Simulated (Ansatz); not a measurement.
Born–Oppenheimer molecular dynamics of ClH₃Si (5 atoms, charge 0, multiplicity 1). It starts at the highest image of a converged band. Of that band: Neighbouring images differ by up to 2.4 eV, so the band resolves the path poorly. A vibrational analysis at the climbing image gives one clearly imaginary mode, 1673i cm⁻¹: a first-order saddle point.

Level of theory: RHF/def2-TZVP in Ansatz.

```
ensemble                      : NVE (velocity Verlet)
time step                     : 0.5 fs
steps asked                   : 200
starting velocities drawn for : 100 K
seed                          : 11245
```

Frames 2.5 fs apart, positions in Å, forces in eV/Å.

Velocities at 20.0 fs (Å/ps):

```
Si -0.16 -2.84 -8.65
H 38.99 12.49 52.83
H -19.48 11.30 103.58
Cl -0.52 0.19 1.37
H 3.14 48.65 36.44
```

```xyz
5
Properties=species:S:1:pos:R:3:forces:R:3 time_fs=20.0 energy_less_start_eV=-1.104 T=2936
Si 0.266 -0.053 -0.508 -0.87 -0.57 0.29
H 0.750 0.099 1.673 -0.17 -0.02 0.26
H 1.381 0.247 1.319 0.33 0.13 0.07
Cl -0.875 1.722 -0.461 0.11 -0.20 0.06
H -0.686 -0.941 0.394 0.59 0.66 -0.68
5
Properties=species:S:1:pos:R:3:forces:R:3 time_fs=22.5 energy_less_start_eV=-1.129 T=3004
Si 0.265 -0.060 -0.530 -0.87 -0.02 0.47
H 0.791 0.116 1.840 -1.79 -0.51 0.97
H 1.395 0.293 1.553 2.00 0.61 -0.75
Cl -0.876 1.722 -0.458 0.26 -0.21 -0.10
H -0.662 -0.804 0.464 0.41 0.12 -0.60
5
Properties=species:S:1:pos:R:3:forces:R:3 time_fs=25.0 energy_less_start_eV=-1.039 T=2782
Si 0.262 -0.068 -0.550 -0.53 0.61 0.20
H 0.758 0.114 2.052 2.51 0.86 -0.95
H 1.495 0.364 1.755 -2.32 -0.78 1.06
Cl -0.877 1.722 -0.455 0.36 -0.12 -0.27
H -0.614 -0.661 0.501 -0.01 -0.56 -0.05
5
Properties=species:S:1:pos:R:3:forces:R:3 time_fs=27.5 energy_less_start_eV=-1.127 T=2995
Si 0.257 -0.074 -0.570 -0.34 0.96 -0.18
H 0.842 0.153 2.221 -0.40 -0.15 0.19
H 1.488 0.398 2.007 0.55 0.20 -0.08
Cl -0.877 1.722 -0.452 0.42 -0.04 -0.41
H -0.566 -0.550 0.535 -0.22 -0.97 0.48
5
Properties=species:S:1:pos:R:3:forces:R:3 time_fs=30.0 energy_less_start_eV=-1.093 T=2910
Si 0.252 -0.079 -0.590 -0.63 0.90 0.17
H 0.895 0.179 2.400 -1.47 -0.64 0.38
H 1.521 0.450 2.256 1.57 0.68 -0.29
Cl -0.876 1.721 -0.450 0.43 -0.02 -0.50
H -0.528 -0.495 0.594 0.10 -0.92 0.25
5
Properties=species:S:1:pos:R:3:forces:R:3 time_fs=32.5 energy_less_start_eV=-0.995 T=2671
Si 0.246 -0.081 -0.610 -0.99 0.68 0.85
H 0.882 0.177 2.600 2.58 1.23 -0.36
H 1.626 0.531 2.489 -2.50 -1.19 0.42
Cl -0.875 1.721 -0.449 0.42 -0.08 -0.51
H -0.484 -0.493 0.665 0.49 -0.63 -0.40
5
Properties=species:S:1:pos:R:3:forces:R:3 time_fs=35.0 energy_less_start_eV=-1.165 T=3094
Si 0.237 -0.082 -0.628 -1.01 0.48 1.14
H 0.988 0.233 2.785 -1.02 -0.52 0.08
H 1.616 0.557 2.742 1.06 0.55 -0.04
Cl -0.873 1.720 -0.448 0.38 -0.19 -0.41
H -0.412 -0.530 0.714 0.59 -0.31 -0.76
5
Properties=species:S:1:pos:R:3:forces:R:3 time_fs=37.5 energy_less_start_eV=-1.231 T=3261
Si 0.226 -0.082 -0.643 -0.69 0.35 0.86
H 1.043 0.260 2.969 -0.86 -0.49 -0.03
H 1.660 0.613 2.997 0.88 0.50 0.06
Cl -0.870 1.719 -0.448 0.30 -0.29 -0.25
H -0.306 -0.585 0.720 0.37 -0.07 -0.64
5
Properties=species:S:1:pos:R:3:forces:R:3 time_fs=40.0 energy_less_start_eV=-1.132 T=3022
Si 0.214 -0.081 -0.657 -0.22 0.31 0.12
H 1.050 0.262 3.156 2.41 1.48 0.33
H 1.754 0.694 3.251 -2.40 -1.47 -0.32
Cl -0.867 1.718 -0.449 0.21 -0.35 -0.04
H -0.179 -0.645 0.690 0.01 0.03 -0.10
5
Properties=species:S:1:pos:R:3:forces:R:3 time_fs=42.5 energy_less_start_eV=-1.226 T=3253
Si 0.202 -0.079 -0.671 0.14 0.26 -0.62
H 1.168 0.333 3.358 -1.52 -1.00 -0.35
H 1.737 0.708 3.490 1.52 1.00 0.36
Cl -0.864 1.716 -0.450 0.11 -0.36 0.18
H -0.051 -0.705 0.653 -0.25 0.09 0.44
5
Properties=species:S:1:pos:R:3:forces:R:3 time_fs=45.0 energy_less_start_eV=-1.222 T=3238
Si 0.189 -0.077 -0.686 0.30 -0.02 -0.78
H 1.221 0.358 3.541 -0.27 -0.19 -0.10
H 1.785 0.766 3.750 0.27 0.19 0.10
Cl -0.860 1.714 -0.450 0.03 -0.31 0.36
H 0.063 -0.757 0.641 -0.33 0.32 0.42
5
Properties=species:S:1:pos:R:3:forces:R:3 time_fs=47.5 energy_less_start_eV=-1.041 T=2789
Si 0.177 -0.075 -0.702 0.39 -0.44 -0.49
H 1.247 0.367 3.719 2.05 1.59 0.99
H 1.860 0.842 4.014 -2.05 -1.59 -0.99
Cl -0.856 1.710 -0.450 -0.03 -0.21 0.47
H 0.157 -0.790 0.651 -0.36 0.65 0.02
```

Of the whole run (100 fs, mean temperature of the second half 3049 K): The conserved energy stayed within 0.96 meV per atom of its start (net change -0.74 meV per atom), so the integration is sound. The kinetic energy rose, since the run started high on the potential surface and went downhill. It ends in pieces (ClHSi + H2), so much of that is their flight and rotation, not heat. A run of 0.1 ps of so small a system gives no equilibrium averages. The orbitals stay closed-shell, which can raise the energy where a bond breaks towards radicals; this wasn't checked here.

The run took 2.3 min on 1 thread of Arm Neoverse V1, with other jobs on the host, peak memory 0.14 GiB.
